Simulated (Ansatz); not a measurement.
# BH₃+ (doublet): wave-function methods side by side at distance B1–H2 = 2.801 Å, cc-pVDZ

Aim: climb from Hartree-Fock through coupled cluster and multireference methods for BH₃+ (doublet) at one geometry and basis, and see what each rung misses.

Computed with Ansatz 0.2.0, Gaussian basis. Level: cc-pVDZ, core rule «outside noble gas», up to 1 orbitals frozen.

The runs, in order: UHF; CCSD(T) on ROHF; CCSD(T) on UHF; BCCD(T) on ROHF; CISD; CCSDT(Q) on ROHF; CCSDT(Q) on UHF; CASSCF and MRCISD+Q, 3 electrons in 3 orbitals; CASSCF and NEVPT2, 3 electrons in 3 orbitals; CASSCF and MRCISD+Q, 5 electrons in 7 orbitals; CASSCF and NEVPT2, 5 electrons in 7 orbitals; Full CI.

16 further runs of the same task are left out: 12 that didn't finish, 4 set aside as unsound or not needed.

## Step 1: The geometry

The geometry derives from a PBE0/def2-TZVP stationary point (not a proven minimum). One bond is set to the value named and the two fragments are kept rigid.

4 atoms, charge 1, spin multiplicity 2.

Atoms are counted from 1 here; the program's logs count them from 0.

Bond lengths: B1–H3 1.174 Å, B1–H4 1.276 Å. Angles: H3–B1–H4 145.8°.

Geometry (Å):

```xyz
4
BH3
B     0.00000   -0.06252    0.16000
H     0.00000    1.51335   -2.15565
H     0.00000   -0.06252    1.33422
H     0.00000   -0.78030   -0.89474
```

## Step 2: UHF

The input, in.yaml:

```yaml
crystal:
  periodic: [false, false, false]
  atoms:
    - {symbol: B, position_ang: [0.000000, -0.062516, 0.160004]}
    - {symbol: H, position_ang: [0.000000, 1.513350, -2.155649]}
    - {symbol: H, position_ang: [0.000000, -0.062516, 1.334218]}
    - {symbol: H, position_ang: [0.000000, -0.780300, -0.894742]}
basis:
  gaussian: {orbitals: cc-pVDZ}
total_charge: 1
magnetization: {spin_polarized: true, initial_magnetization: 1}
hamiltonian: {xc: hf}
output: {orbitals: {seedname: orbitals}}
```

Launch:

```sh
$ ansatz run in.yaml --threads 1 --pin off --events-out ev --progress --plain --max-ram 2393MiB
```

Further steps of the session: CCSD(T) on ROHF; CCSD(T) on UHF; BCCD(T) on ROHF; CISD; CCSDT(Q) on ROHF; CCSDT(Q) on UHF; CASSCF and MRCISD+Q, 3 electrons in 3 orbitals; CASSCF and NEVPT2, 3 electrons in 3 orbitals; CASSCF and MRCISD+Q, 5 electrons in 7 orbitals; CASSCF and NEVPT2, 5 electrons in 7 orbitals; Full CI.

**Question.** What will the summary of the whole plan be? Wanted: FCI below the RHF energy; RMP2 from FCI; UMP2 from FCI; RCCSD from FCI; RCCSD(T) from FCI; UCCSD(T) from FCI; RCCSDT(Q) from FCI; UCCSDT(Q) from FCI; NEVPT2 pair from FCI.

**Answer**, as computed:

```
                         quantity                                                                                                                             value
         FCI below the RHF energy                                                                                                                        -2.1093 eV
                    RMP2 from FCI                                                                                                                   +12.59 kcal/mol
                    UMP2 from FCI                                                                                                                   +12.58 kcal/mol
                   RCCSD from FCI                                                                                                                    +0.69 kcal/mol
                RCCSD(T) from FCI                                                                                                                    +0.19 kcal/mol
                UCCSD(T) from FCI                                                                                                                    +0.19 kcal/mol
               RCCSDT(Q) from FCI                                                                                                                     0.00 kcal/mol
               UCCSDT(Q) from FCI                                                                                                                     0.00 kcal/mol
             NEVPT2 pair from FCI                                                                                                                   +11.77 kcal/mol
           MRCISD+Q pair from FCI                                                                                                                    -0.29 kcal/mol
          NEVPT2 valence from FCI                                                                                                                    +7.26 kcal/mol
levels within 1 kcal/mol (43 meV)  RCCSD, UCCSD, RCCSD(T), UCCSD(T), BCCD(T), RCCSDT, UCCSDT, RCCSDT(Q), UCCSDT(Q), MRCISD+Q pair, MRCISD valence, MRCISD+Q valence
                    T1 diagnostic                                                                                                                             0.010
   effectively unpaired electrons                                                                                                                              1.02
```

In words: RCCSD(T) lands +0.19 kcal/mol from the yardstick (0.4 % of the correlation energy). MRCISD+Q pair falls below full CI: the +Q correction isn't variational, and the cores differ from full CI's. One determinant dominates. Of the multireference levels listed MRCISD+Q pair comes nearest in total energy (-0.29 kcal/mol), which doesn't show that its space is the better one. These misses are within one basis, not against nature; the frozen cores of restricted and unrestricted runs differ, which can shift their rows.
